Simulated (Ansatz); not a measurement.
# B3LYP/cc-pVTZ run of [BF2]+ (SMILES F[B+]F)

Aim: the vertical ionisation energy of [BF2]+ at B3LYP/cc-pVTZ, from 2 runs. 

The results are computed with Ansatz 0.2.0.

6 further runs of the same task are left out: 3 that didn't finish, 3 set aside as unsound or not needed.

### 1 The structure to begin with

[BF2]+ has 3 atoms, charge +1, and is taken as a singlet. As SMILES, `F[B+]F`. Geometry: relaxed at PBE0-D4/def2-TZVP.

Bond lengths: F1–B2 1.226 Å, B2–F3 1.226 Å. Angles: F1–B2–F3 180.0°.

### 2 A single-point energy at B3LYP/cc-pVTZ

Contents of in.yaml:

```yaml
crystal:
  periodic: [false, false, false]
  atoms:
    - {symbol: F, position_ang: [0.329710, 1.140520, 0.307700]}
    - {symbol: B, position_ang: [0.000000, -0.000000, 0.000000]}
    - {symbol: F, position_ang: [-0.329720, -1.140520, -0.307700]}
basis:
  gaussian:
    orbitals: cc-pVTZ
total_charge: 1
hamiltonian:
  xc: {name: B3LYP}
accuracy: high
output: {orbitals: {seedname: orbitals}}
```

Command:

```sh
$ ansatz run in.yaml --threads 1 --pin off --max-ram 3480MiB --events-out events.jsonl --progress --plain --runs-dir runs
```

The log of the run:

```text
Warning: RAYON_NUM_THREADS=1 ignored (pool sized by the plan → 1); use --threads N
Functional definition: B3LYP
  name "B3LYP"
  parameter a0 = 0.2
  parameter ax = 0.72
  parameter ac = 0.81
  exchange = (1 - a0 - ax)*slater_x + ax*b88_x + a0*exact_x
  correlation = (1 - ac)*vwn_rpa_c + ac*lyp_c
1354 factors; integrals over basis functions are off by at most 4.1e-9 eV
mean field evaluation 1: about -6093.6612 eV, gradient 9.5e1 eV
mean field evaluation 2: about -6068.0385 eV, gradient 1.6e2 eV
mean field evaluation 4: about -6104.7099 eV, gradient 1.7e0 eV
mean field evaluation 8: about -6104.7134 eV, gradient 3.8e-2 eV
mean field evaluation 16: about -6104.7134 eV, gradient 3.2e-8 eV
mean field -6104.71343171 eV, -224.3440806921 hartree, gradient 1.1e-8 eV, S^2 0.000000; 0 other end points of the search recorded, 0 dependent functions left out
reference -6104.71345818 eV, -224.3440816646 hartree; 11, 11 occupied and 79, 79 virtual orbitals, 1354 factors
Total energy: -6104.71345818 eV, -224.3440816646 hartree
```

Wall time 2 s (1 thread of Arm Neoverse V2, shared host); peak memory 0.17 GiB.

### 3 Doublet [BF2]2+ at the same level

Contents of job.yaml:

```yaml
crystal:
  periodic: [false, false, false]
  atoms:
    - {symbol: F, position_ang: [0.329710, 1.140520, 0.307700]}
    - {symbol: B, position_ang: [0.000000, -0.000000, 0.000000]}
    - {symbol: F, position_ang: [-0.329720, -1.140520, -0.307700]}
basis:
  gaussian:
    orbitals: cc-pVTZ
total_charge: 2
magnetization:
  spin_polarized: true
  initial_magnetization: 1
hamiltonian:
  xc: {name: B3LYP}
accuracy: high
output: {orbitals: {seedname: orbitals}}
```

Command:

```sh
$ ansatz run job.yaml --threads 1 --pin off --max-ram 3480MiB --events-out events.jsonl --progress --plain --runs-dir runs
```

The log of the run:

```text
Warning: RAYON_NUM_THREADS=1 ignored (pool sized by the plan → 1); use --threads N
Functional definition: B3LYP
  name "B3LYP"
  parameter a0 = 0.2
  parameter ax = 0.72
  parameter ac = 0.81
  exchange = (1 - a0 - ax)*slater_x + ax*b88_x + a0*exact_x
  correlation = (1 - ac)*vwn_rpa_c + ac*lyp_c
1356 factors; integrals over basis functions are off by at most 4.1e-9 eV
mean field evaluation 1: about -6063.9363 eV, gradient 7.8e1 eV
mean field evaluation 2: about -6038.2663 eV, gradient 1.2e2 eV
mean field evaluation 4: about -6078.4542 eV, gradient 1.4e0 eV
mean field evaluation 8: about -6078.5575 eV, gradient 1.5e-2 eV
mean field evaluation 16: about -6078.5575 eV, gradient 5.2e-6 eV
mean field evaluation 32: about -6078.4736 eV, gradient 4.7e0 eV
mean field -6078.55748388 eV, -223.3828673385 hartree, gradient 4.6e-9 eV, S^2 0.766440; 2 other end points of the search recorded, 0 dependent functions left out
reference -6078.55750473 eV, -223.3828681044 hartree; 11, 10 occupied and 79, 80 virtual orbitals, 1356 factors
Total energy: -6078.55750473 eV, -223.3828681044 hartree
```

Wall time 19 s (1 thread of Arm Neoverse V2, shared host); peak memory 0.27 GiB.

### 4 What came out

At B3LYP/cc-pVTZ:

```
                                            quantity          value
                        singlet [BF2]+: total energy  -224.34408 Eh
                         singlet [BF2]+: HOMO energy      -22.36 eV
                         singlet [BF2]+: LUMO energy       -8.79 eV
                       singlet [BF2]+: HOMO–LUMO gap       13.58 eV
                       doublet [BF2]2+: total energy  -223.38287 Eh
 doublet [BF2]2+: HOMO energy (highest over α and β)      -32.87 eV
  doublet [BF2]2+: LUMO energy (lowest over α and β)      -29.97 eV
                               doublet [BF2]2+: ⟨S²⟩          0.766
vertical ionisation energy (to the doublet dication)      26.156 eV
```

In words: The vertical ionisation energy comes to 26.16 eV (2524 kJ/mol). The negative HOMO energy of the first species, 22.36 eV, lies 3.79 eV below that difference.
